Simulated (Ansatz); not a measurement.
Ideal-gas functions of `C[Si]O` at 600 K and 1 bar, from an Ansatz frequency run at PBE0-D4/def2-TZVP.

Molar mass 60.13 g/mol, point group Cs (symmetry number 1), electronic degeneracy 1, moments of inertia 24.47, 64.834, 86.151 u Å². Harmonic wavenumbers (cm⁻¹, unscaled): 70, 281, 488, 615, 637, 713, 830, 903, 1236, 1426, 1443, 3011, 3087, 3128, 3841.

Use S(trans) = R[1.5 ln M + 2.5 ln T − 1.1517]; rotational temperatures θ = 24.2544 K / I; S(rot) = R[ln(√π/σ · √(T³/θAθBθC)) + 1.5]; for each mode x = 1.438777 ν̃/T, S = R[x/(eˣ − 1) − ln(1 − e⁻ˣ)] and H = RT x/(eˣ − 1); 1 cm⁻¹ = 0.0119627 kJ/mol; R = 8.31446 J/(mol·K).

Q: By hand: the entropy, in J/(mol·K).

A: Translation 174.5. Rotation: θ = 0.9912, 0.3741, 0.2815 K, giving 106.4. Vibration, mode by mode: 23.16, 11.75, 7.47, 5.80, 5.56, 4.80, 3.84, 3.35, 1.78, 1.24, 1.20, 0.05, 0.04, 0.04, 0.01, in all 70.1. Electronic 0.0. Sum 351.0 J/(mol·K).

Q: By hand: H − E and G − E in kJ/mol, counted from the electronic energy.

A: Zero-point energy ½ × 21709 × 0.0119627 = 129.8; thermal vibration 21.9; translation, rotation and pV give 4 RT = 20.0. H − E = 171.7 kJ/mol, and G − E = 171.7 − 600 × 351.0/1000 = -38.9 kJ/mol.

Vibration gives 20 % of the entropy, 23.2 J/(mol·K) of it from the mode under 150 cm⁻¹: soft modes count most, and the harmonic formula is weakest for them. The sum counts one conformer and one mirror image; others add a mixing term.
